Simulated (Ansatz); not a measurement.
Relaxation of C2H6B (9 atoms, charge 0, multiplicity 2), to a largest force component of 0.02 eV/Å in at most 50 steps.

All numbers below come from UKS PBE0-D4/def2-SVP (Ansatz 0.2.0).

```xyz
9
Properties=species:S:1:pos:R:3:forces:R:3
B -0.786 0.738 -1.044 0.34 0.04 0.33
C 0.212 0.495 0.062 0.11 -0.36 0.23
C 0.461 -0.800 0.729 -0.12 0.27 -0.22
H -1.314 -0.171 -1.567 -0.47 -0.76 -0.41
H -1.034 1.832 -1.381 -0.22 0.91 -0.33
H 0.832 1.299 0.448 0.21 0.47 0.11
H -0.168 -1.590 0.327 -0.20 -0.38 -0.10
H 1.511 -1.087 0.620 0.39 -0.16 0.00
H 0.287 -0.717 1.806 -0.04 -0.02 0.39
```

Question: Where does it end, and by what steps?

Answer: The forces met the threshold. After 3 steps the energy has fallen by 0.062 eV; H5 moved furthest, 0.13 Å.

```tsv
step	energy less start (eV)	largest force component (eV/Å)	accepted
0	0.0000	0.912	yes
1	-0.0546	0.233	yes
2	-0.0592	0.164	yes
3	-0.0622	0.017	yes
```

```xyz
9
Properties=species:S:1:pos:R:3
B -0.792 0.750 -1.050
C 0.201 0.496 0.083
C 0.475 -0.810 0.727
H -1.420 -0.174 -1.519
H -0.958 1.868 -1.484
H 0.788 1.334 0.487
H -0.132 -1.625 0.309
H 1.543 -1.082 0.629
H 0.295 -0.757 1.817
```

Whether the end is a true minimum wasn't checked by a vibrational analysis.

Time of the run: 5.9 s on 2 threads of Intel(R) Xeon(R) Platinum 8488C (Sapphire Rapids) (shared host), peak memory 0.18 GiB.
